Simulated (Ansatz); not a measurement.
2H MoS2 was calculated with PBEsol (Ansatz, a first-principles code, PAW).

Numerical settings: plane-wave cutoff 520 eV, 12×12×4 k mesh (along the axes of the cell as run), Fermi–Dirac smearing 0.01 eV, no spin polarisation, scalar-relativistic PAW data made under PBE.

Properties against volume:

Shape and atoms are relaxed at each volume.

```
V (Å³/atom)  P (GPa)  direct gap at Γ (eV)  smallest gap on the k mesh (eV)   c (Å)
-----------  -------  --------------------  -------------------------------  ------
17.199          1.22                 2.162                            0.787  12.157
17.557          0.50                 2.217                            0.884  12.361
17.915          0.00                 2.277                            0.980  12.578
18.274         -0.29                 2.339                            1.075  12.808
18.632         -0.45                 2.402                            1.168  13.047
```

The fundamental gap (0.97 eV at the equilibrium volume, with added k points) lies elsewhere than Γ–Γ.

Note: the cell comes from a level without a dispersion term, which matters for the spacing of layers, chains or molecules; the bulk modulus comes from volumes at which shape and atoms were relaxed; the cell has widely spaced layers and the level no dispersion term, so their spacing and the moduli can rest on weak binding.

Spin–orbit coupling is not included.
